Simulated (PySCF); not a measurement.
## TDDFT excited states: C6H8

Compound: C6H8.
SMILES with atom numbers: `[CH2:1]=[CH:2][C@@H:3]1[CH2:4][C:5]1=[CH2:6]` (hydrogens: H7, H8 on C1; H9 on C2; H10 on C3; H11, H12 on C4; H13, H14 on C6)

Method: TDDFT B3LYP/def2-SVPD, vertical, gas phase, core orbitals frozen in the response (PySCF). Geometry: GFN2-xTB, one conformer, isolated molecule. Torsions of this conformer, `[CH2:1]=[CH:2][C@@H:3]1[CH2:4][C:5]1=[CH2:6]`: C1–C2–C3–C4 -147°.

Problem. What does the calculation give for the low-lying excited states?

Solution. 

```
state  E (eV)  ν̃ (cm⁻¹)      f  |μ| (D)  main configurations (H = HOMO, L = LUMO)
   S1    5.59      45120  0.024     1.06                    H→L (85%), H→L+1 (10%)
   S2    6.56      52870  0.165     2.58   H-1→L+1 (33%), H-1→L (30%), H→L+1 (26%)
   S3    6.65      53650  0.011     0.67                               H-2→L (76%)
   S4    6.68      53910  0.062     1.57      H→L+2 (58%), H-2→L (13%), H→L+1 (9%)
   S5    6.86      55350  0.383     3.84   H→L+1 (36%), H→L+2 (20%), H-1→L+1 (19%)
   S6    7.09      57170  0.113     2.05   H→L+3 (30%), H-1→L (25%), H-1→L+1 (22%)
   S7    7.13      57520  0.039     1.21     H→L+3 (53%), H→L+4 (11%), H-1→L (10%)
   S8    7.31      58960  0.018     0.80                H-1→L+2 (63%), H→L+5 (17%)
```

Triplets (Tamm–Dancoff): T1 4.34 eV, H→L+1 (49%), H→L (40%); T2 4.50 eV, H-1→L (74%), H-1→L+1 (9%); T3 5.47 eV, H→L (49%), H→L+1 (31%), H-1→L (9%).

The lowest singlet lies at 5.59 eV (222 nm, ultraviolet) and is weak; its leading configuration is HOMO→LUMO (85%). The most intense listed level is S5 at 6.86 eV (181 nm, f = 0.383), 1.27 eV above S1. Löwdin shares by element: HOMO carbon 77% or more (atoms not listed hold the other 23%); LUMO carbon 62% or more (atoms not listed hold the other 38%). The oscillator strengths of these states sum to 0.816; summed over the whole spectrum of an exact calculation they would give the number of electrons, 44 (Thomas–Reiche–Kuhn). Orbital energies (eV): HOMO-3 -9.54, HOMO-2 -8.29, HOMO-1 -7.46, HOMO -6.83, LUMO -0.32, LUMO+1 0.17, LUMO+2 0.75. The listed states span 1.72 eV, and the widest gap between neighbours is 0.96 eV (S1 to S2). Only the lowest 8 singlets were computed, as vertical energies without vibronic structure.
